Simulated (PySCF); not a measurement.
An unknown shows these calculated signals:

1H NMR (400 MHz, computed): δ 5.95 (m, 1H), 5.42 (m, 1H), 5.32 (m, 1H), 5.11 (m, 1H), 5.09 (m, 1H), 2.85 (d, 2H), 1.82 (s, 3H).

13C{1H} NMR (computed): δ 153.1 (C), 148.6 (CH), 122.9 (CH2), 117.5 (CH2), 50.0 (CH2), 24.0 (CH3).

- GIAO PBE0/pcSseg-1 shieldings
- GFN2-xTB structure
- code: PySCF 2.14.0 with density-fitted response routines
- one conformer, gas phase, fast rotation and ring inversion assumed for equivalent nuclei, no relativistic terms

Referencing at the same level of theory: 1H (σ = 31.72 ppm), 13C (σ = 186.93 ppm) vs TMS.

Problem. Which of these does the molecule contain: a tert-butyl group, a vinyl group CH=CH2, a CF3 group, an NH or NH2 group, a non-aromatic C=C double bond?

Solution. 
- A tert-butyl group: no.
- A vinyl group CH=CH2: yes (δC 122.9, 148.6; δH 5.42 (m), 5.32 (m), 5.95 (m)).
- A CF3 group: no.
- An NH or NH2 group: no.
- A non-aromatic C=C double bond: yes.

The data belong to 2-methyl-1,4-pentadiene, C6H10; they needn't prove each group on their own.

Carbon signals by region: 4 in the sp2 and nitrile region (100–160 ppm), 2 below 50 ppm.

Shifts are as computed. Against solution values, carbons near 30 ppm lie about +3 ppm off and those near 130 ppm about +5 ppm. Of 1211 compounds with measured shifts, 218 miss one by over three times the rms of a fit or turn the order of signals round; such compounds aren't used in these exercises. No couplings were computed; multiplicities are counted from neighbouring protons, with m where these are inequivalent, close in shift, in a saturated or five-membered ring or joined by F or P, and br s for small geminal =CH2 splittings.
